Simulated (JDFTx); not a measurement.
Input for a modified build of JDFTx: methanol, CH4O (SMILES CO), charge 0, multiplicity 1, soft-sphere model, water, no salt; lengths in bohr, energies in hartree. The run starts from orbitals saved by an earlier run of the same system.

```
lattice \
  19.3696927774 0.0000000000 0.0000000000 \
  0.0000000000 17.0075351216 0.0000000000 \
  0.0000000000 0.0000000000 17.9523981839
coords-type Cartesian
ion C -1.1844106562 -0.2168536410 0.0090778838 0
ion O 1.2703425402 0.7995159840 0.0092365391 0
ion H -1.5435612518 -1.3526442581 -1.6850829036 0
ion H -2.4792358394 1.3804862576 0.0248365860 0
ion H -1.5326526965 -1.3804862576 1.6850829036 0
ion H 2.4792358394 -0.5608188626 0.0069541176 0
ion-species pseudo/c_pbe_v1.2.upf
ion-species pseudo/o_pbe_v1.2.upf
ion-species pseudo/h_pbe_v1.4.upf
elec-cutoff 20 100
elec-ex-corr gga-PBE
symmetries none
elec-n-bands 7
electronic-minimize nIterations 150 energyDiffThreshold 1e-7
fluid LinearPCM
pcm-variant SoftSphere
fluid-solvent H2O
fluid-minimize nIterations 400 knormThreshold 1e-11
wavefunction read s0.wfns 10
dump-name s2.$VAR
dump End State Ecomponents EigStats BandEigs Forces ElecDensity IonicPositions FluidDebug
```

The log closes as follows.

```
[...]
ElecMinimize: Iter:   8  Etot: -24.151195265947877  |grad|_K:  6.155e-07  alpha:  8.911e-01  linmin: -6.433e-03
ElecMinimize: Iter:   9  Etot: -24.151195314780892  |grad|_K:  3.835e-07  alpha:  7.182e-01  linmin:  3.960e-02
ElecMinimize: Iter:  10  Etot: -24.151195329434941  |grad|_K:  2.248e-07  alpha:  9.073e-01  linmin:  1.930e-01
ElecMinimize: Converged (|Delta Etot|<1.000000e-07 for 2 iters).

# Ionic positions in cartesian coordinates:
ion C  -1.184410656200000  -0.216853641000000   0.009077883800000 0
ion O   1.270342540200000   0.799515984000000   0.009236539100000 0
ion H  -1.543561251800000  -1.352644258100000  -1.685082903600000 0
ion H  -2.479235839400000   1.380486257600000   0.024836586000000 0
ion H  -1.532652696500000  -1.380486257600000   1.685082903600000 0
ion H   2.479235839400000  -0.560818862600000   0.006954117600000 0

# Forces in Cartesian coordinates:
force C  -0.006202841464606  -0.005036095172888  -0.000418870424875 0
force O   0.006376807497617   0.022901524554338   0.000108644138876 0
force H  -0.002603731558360  -0.004008501658321  -0.005317717433011 0
force H  -0.007407926592746   0.005477531394021   0.000126723733707 0
force H  -0.002657624953794  -0.004205667542701   0.005576233016528 0
force H   0.012460676841004  -0.015229676982470  -0.000055418534500 0

# Energy components:
   A_diel =       -0.0079260744011230
   Eewald =       10.2898187350467367
       EH =       29.9192722526959933
     Eloc =      -73.1886889943804277
      Enl =        2.9603316581331889
      Exc =       -6.9011505517188825
 Exc_core =        0.0987244775193810
       KE =       12.6784231676701911
-------------------------------------
     Etot =      -24.1511953294349411
```

The run took 11 electronic cycles (a count that differs between repeats, as do the digits past 10⁻⁶ Ha); the total lies -0.17 eV from the vacuum run at this geometry.
